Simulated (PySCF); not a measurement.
**Accurate constants of NaLi, step by step**

What constants does extrapolated CCSD(T) give for NaLi, and what does each step add?

Program: PySCF 2.14.0. Level of theory: CCSD(T) on RHF, no relativity in the base curves; scalar relativity is added as a correction. These are calculated values, not measurements.

### 1 The job

* molecule: NaLi
* state: singlet, unpaired electrons none
* smaller basis: Na cc-pCVDZ, Li aug-cc-pVDZ
* larger basis: Na cc-pCVTZ, Li aug-cc-pVTZ
* frozen core orbitals: 2
* extrapolation: correlation as n⁻³ (n = 2, 3), Hartree–Fock as (n+1)·exp(−9√n)
* corrections: core–valence correlation, scalar relativity
* distances (Å): 2.5889, 2.7066, 2.8242, 2.9419, 3.0596, 3.2067, 3.3538
* masses (u): 22.9898, 7.0160
* dissociation limit: Na + Li

On the command line:

```
OMP_NUM_THREADS=4 python comp.py task.json out
```

### 2 Coupled cluster at each distance

Q: Predict the outcome of this session. Wanted: for each run, Re; ωe; ωexe; αe; De.

As calculated:

| level | Re (Å) | ωe (cm⁻¹) | ωexe (cm⁻¹) | αe (cm⁻¹) | De (eV) |
| --- | --- | --- | --- | --- | --- |
| CCSD(T)/aug-cc-pVDZ(-PP) | 2.9425 | 241.8 | 1.27 | 0.00271 | 0.838 |
| CCSD(T)/aug-cc-pVTZ(-PP) | 2.9141 | 252.3 | 1.60 | 0.00310 | 0.867 |
| HF/CBS | 2.9995 | 248.6 | 1.10 | 0.00232 | 0.062 |
| MP2/CBS | 2.9151 | 259.3 | 1.35 | 0.00277 | 0.655 |
| CCSD/CBS | 2.9070 | 256.5 | 1.61 | 0.00313 | 0.854 |
| CCSD(T)/CBS | 2.9023 | 255.7 | 1.68 | 0.00324 | 0.875 |
| CCSD(T)/CBS+CV | 2.8913 | 257.1 | 1.71 | 0.00329 | 0.879 |
| CCSD(T)/CBS+CV+SR | 2.8896 | 257.2 | 1.69 | 0.00324 | 0.878 |

**Reading.** The last step gives Re = 2.8896 Å, ωe = 257.2 cm⁻¹ and De = 0.878 eV; the smaller basis alone is off from it by +52.9 mÅ and -0.04 eV. Near the minimum the mean field binds by 0.06 eV and correlation adds 0.81 eV of binding. T1 is 0.008. Spin–orbit coupling and excitations beyond (T) are left out.
